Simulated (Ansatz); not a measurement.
Diamond

All values below come from HSE06 (PAW; Ansatz, a program for electronic structure).

Numerical settings: plane-wave cutoff 500 eV, 8×8×1 k mesh (along the axes of the cell as run), gaussian smearing 0.02 eV, scalar-relativistic PAW data made under PBE.

Cell: relaxed at this level.

| Property | Value |
|---|---|
| surface energy of the (100) face | 9.82 J/m² |
| ionisation potential of the slab | 7.82 eV |

The slab of 16 atoms is relaxed and unreconstructed.

Static lattice: no zero-point or thermal effects.

It cost around 40 core-minutes (rough) of CPU time.
